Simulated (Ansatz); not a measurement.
The input, for Ansatz 0.2.0:

```yaml
crystal:
  periodic: [false, false, false]
  atoms:
    - {symbol: N, position_ang: [0.000000, 0.000000, 1.484201]}
    - {symbol: Ga, position_ang: [0.000000, 0.000000, -0.305855]}
    - {symbol: H, position_ang: [0.000000, 0.000000, 2.490372]}
    - {symbol: H, position_ang: [0.000000, 1.403312, -0.979106]}
    - {symbol: H, position_ang: [0.000000, -1.403312, -0.979106]}
basis:
  gaussian: {orbitals: cc-pVTZ}
total_charge: 1
magnetization: {spin_polarized: false, initial_magnetization: 2}
correlation: {method: ccsdt_q, electrons: outside_noble_gas}
```

```sh
$ ansatz run in.yaml --threads 2 --pin off --events-out ev --progress --plain --max-ram 24576MiB --backend cuda --devices 0, --max-vram 18GiB
```

(1) Roughly how long does this take on 2 threads of AMD EPYC 7R13 with a shared H100 80 GB, shared host, and how much host memory?

```
1417 factors; integrals over basis functions are off by at most 1.7e-7 eV
mean field evaluation 1: about -53847.4821 eV, gradient 4.4e1 eV
mean field evaluation 2: about -53847.4857 eV, gradient 4.4e1 eV
mean field evaluation 4: about -53852.2465 eV, gradient 1.4e1 eV
mean field evaluation 8: about -53855.1622 eV, gradient 2.7e0 eV
mean field evaluation 16: about -53855.2660 eV, gradient 2.4e-6 eV
mean field evaluation 32: about -53855.1646 eV, gradient 4.7e0 eV
mean field evaluation 64: about -53850.3093 eV, gradient 4.8e-1 eV
mean field evaluation 96: about -53846.3405 eV, gradient 6.7e0 eV
mean field -53855.26595048 eV, -1979.1445192698 hartree, gradient 1.1e-6 eV, S^2 2.000000; 1 other end points of the search recorded, 0 dependent functions left out
mean field evaluation 128: about -53852.4412 eV, gradient 3.7e0 eV
determinant -53855.26595048 eV, -1979.1445192698 hartree, with singles and doubles -53862.00347536 eV, -1979.3921187424 hartree
determinant -53852.03185351 eV, -1979.0256683984 hartree, with singles and doubles -53859.71868244 eV, -1979.3081541512 hartree
15 core orbitals not correlated, not the lowest: weight in the atoms' cores, before any rotation towards them, 0.812 or more for the frozen orbitals, at most 0.208 for the correlated occupied ones
reference -53855.26595048 eV, -1979.1445192698 hartree; 6, 4 occupied and 94, 96 virtual orbitals, 1417 factors
second order -5.52778000 eV of doubles, -0.15533227 eV of singles
cycle   1  -6.32634451 eV  change   -6.4e-1 eV  update   6.8e-2
cycle   2  -6.71312954 eV  change   -3.9e-1 eV  update   3.0e-2
cycle   3  -6.78927105 eV  change   -7.6e-2 eV  update   2.4e-2
cycle   4  -6.77260889 eV  change    1.7e-2 eV  update   1.6e-2
cycle   5  -6.79618967 eV  change   -2.4e-2 eV  update   9.6e-3
cycle   6  -6.80774522 eV  change   -1.2e-2 eV  update   4.8e-3
cycle   7  -6.80563912 eV  change    2.1e-3 eV  update   1.6e-3
cycle   8  -6.80632912 eV  change   -6.9e-4 eV  update   7.8e-4
cycle   9  -6.80659858 eV  change   -2.7e-4 eV  update   3.4e-4
cycle  10  -6.80618063 eV  change    4.2e-4 eV  update   1.8e-4
cycle  11  -6.80636893 eV  change   -1.9e-4 eV  update   9.4e-5
cycle  12  -6.80643269 eV  change   -6.4e-5 eV  update   4.1e-5
cycle  13  -6.80646939 eV  change   -3.7e-5 eV  update   1.8e-5
cycle  14  -6.80648359 eV  change   -1.4e-5 eV  update   7.9e-6
cycle  15  -6.80647695 eV  change    6.6e-6 eV  update   3.8e-6
cycle  16  -6.80647615 eV  change    8.0e-7 eV  update   1.8e-6
cycle  17  -6.80647569 eV  change    4.6e-7 eV  update   9.1e-7
perturbative correction -0.00465466 eV, -0.0001710557 hartree
Total energy: -53862.07708083 eV, -1979.3948236934 hartree
```

## Answers

(1) 25 s wall and 1 GiB.
